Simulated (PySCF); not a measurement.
BH⁺, CCSD(T): how much the basis matters

PySCF, UHF reference; doublet, unpaired electrons σ ↑; De to B⁺ + H without counterpoise correction. Frozen cores follow the default of each basis and core potential.

```tsv
basis	relativity	functions	Re (Å)	ωe (cm⁻¹)	De (eV)	frozen orbitals
STO-3G	no relativity	6	1.247	2635	2.08	1
3-21G	no relativity	11	1.220	2456	1.44	1
jorge-DZP-DKH	spin-free X2C	20	1.229	2485	1.87	1
def2-TZVPPD	no relativity	54	1.206	2520	2.10	1
```

Problem. How does each smaller set differ from the one with most functions, def2-TZVPPD?

Solution. STO-3G: +4.1 pm, +4.6 % in ωe, -0.02 eV in De; 3-21G: +1.4 pm, -2.5 % in ωe, -0.66 eV in De; jorge-DZP-DKH: +2.3 pm, -1.4 % in ωe, -0.23 eV in De. All at CCSD(T); the set with most functions is neither the basis-set limit nor always the best. The rows treat relativity differently, so the differences are not basis effects alone.

Correlated steps freeze 1 core orbital. Correlated levels converge slowly with the basis: in double zeta they bind strong bonds too weakly, by up to about 1 eV, and carry superposition errors of some tenths. For an ion De counts to the pair picked by the measured ionisation energies or electron affinities, which need not be the lowest pair at this level. 3-21G and STO-3G are very small, so such numbers show the basis as much as the molecule. The state was picked by a PBE0 search and need not be the measured ground state.
